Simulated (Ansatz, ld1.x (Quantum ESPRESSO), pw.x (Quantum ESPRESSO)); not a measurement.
# Tc: one change to the RRKJ potential, in the atom and in the bcc crystal

ld1.x (Quantum ESPRESSO) 7.5 input, shortened:

```
&input
   title='Tc', zed=43., rel=1, dft='PBESOL', iswitch=3,
   config='[Kr] 4d5 5s2 5p0'
 /
 &inputp
   pseudotype=2, tm=.false., lloc=0,
   nlcc=.true., rcore=1.30
 /
3
5P  2  1   0.00   0.00  2.50  2.50  0.0
4D  3  2   5.00   0.00  1.65  1.65  0.0
5S  1  0   2.00   0.00  2.20  2.20  0.0
 &test
   configts(1)='4d5 5s2 5p0'
 /
```

Change: wave 5p (bound): rc 2.50 bohr becomes 5p (bound): rc 3.78 bohr.

Cutoffs, loose and tight: the cutoffs (Ry, on a coarse ladder) from which the occupation-weighted sum of valence levels, in a spherical-Bessel basis at the reference potential, stays within 10 and 1 mRy of its value at 400 Ry. They do not see the model core or the augmentation charge, which bear on the density cutoff. Test errors are all-electron minus pseudo excitation energies from the reference, over the configurations 4d5 5s1 5p0; 4d5 5s0 5p0; 4d4 5s0 5p0; 4d5.5 5s1.5 5p0; 4d4 5s2 5p0; 4d3 5s0 5p0; 4d6 5s1 5p0; variants that change the core or the reference have their own tests.

Crystal test: bcc Tc in pw.x 7.5, no spin, 15³ k-points, Fermi–Dirac smearing 0.01 Ry, cutoffs set for each file from its atomic test. The reference is all-electron LAPW (Ansatz 0.2.0) with the same functional, mesh and smearing; V0 and B0 come from Birch–Murnaghan fits to the pressures at five volumes. Errors are pseudo minus all-electron; Δ is the rms difference of the E(V) curves that follow from these fits, minima aligned, over ±6 % about the mean V0. Mesh and smearing are coarse, so the numbers serve the comparison and aren't converged zero-temperature values; the lattice is a test structure that the element need not adopt.

All-electron: a0 = 3.051 Å (V0 = 14.20 Å³/atom), B0 = 316.6 GPa.

Q: Does the change bring the crystal closer to the all-electron result?

A: The mean pressure error goes from +21.70 to +15.21 GPa, so the change moves the solid closer to the all-electron pressures.

| quantity | base | changed |
| --- | --- | --- |
| outcome (atom) | generated | generated |
| cutoff, loose (atom) | 40 Ry | 40 Ry |
| cutoff, tight (atom) | 50 Ry | 50 Ry |
| bound ghosts (atom) | none | none |
| largest test error (meV) (atom) | -1035 | -1035 |
| cutoffs in pw.x (Ry) | 60/240 | 60/240 |
| a0 (Å) | – | 3.097 |
| a0 error (%) | – | +1.48 |
| B0 error (%) | – | -2.9 |
| Δ (meV/atom) | – | 44.0 |
| mean pressure error (GPa) | +21.70 | +15.21 |

A dash: not determined, or the minimum lies outside the volumes sampled.

Base: This is a poor potential for the solid. Changed file: The largest radius (3.78 bohr) exceeds half the bond length (2.50 bohr), so the spheres overlap, which is one possible source of error among others. This is a poor potential for the solid. The atomic cutoffs weigh occupied waves only.
